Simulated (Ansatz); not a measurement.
# AlHF (doublet): the correlation ladder, def2-QZVPP

The task here is to estimate one member of a computed series from the others.

Computed with Ansatz 0.2.0, Gaussian basis. Level: def2-QZVPP, core rule «outside noble gas», up to 6 orbitals frozen.

Plan: UHF; ROHF; CCSD(T) on UHF.

2 further runs of the same task are left out: 2 set aside as unsound or not needed.

### What is computed

The geometry is a PBE0/def2-TZVP stationary point (not a proven minimum).

3 atoms, charge 0, spin multiplicity 2.

Atoms are counted from 1 here; the program's logs count them from 0.

Bond lengths: Al1–F2 1.656 Å, Al1–H3 1.607 Å. Angles: F2–Al1–H3 115.4°.

The first run:

The input, in.yaml:

```yaml
crystal:
  periodic: [false, false, false]
  atoms:
    - {symbol: Al, position_ang: [0.000000, -0.115297, 0.645226]}
    - {symbol: F, position_ang: [0.000000, 0.098231, -0.996846]}
    - {symbol: H, position_ang: [0.000000, 1.234843, 1.517246]}
basis:
  gaussian: {orbitals: "def2-QZVPP.json"}
magnetization: {spin_polarized: true, initial_magnetization: 1}
hamiltonian: {xc: hf}
output: {orbitals: {seedname: orbitals}}
```

Started as:

```console
$ ansatz run in.yaml --threads 1 --pin off --events-out ev --progress --plain --max-ram 2393MiB
```

Among the steps run: UHF; ROHF; CCSD(T) on UHF.

One of the session's tables, all rows but one given; the rest of the session is left out.

It belongs to the step «Misses and costs». 

```
  method  from UCCSD(T) (meV)
    ROHF              +9800.4
     UHF                    ?
    UMP2               +470.6
   UCCSD               +288.7
UCCSD(T)                    0
```

Estimate the missing values for UHF.

The run gave: from UCCSD(T) (meV): +9762.9. In the column «from UCCSD(T) (meV)» it lies between UMP2 (+470.6) and ROHF (+9800.4).
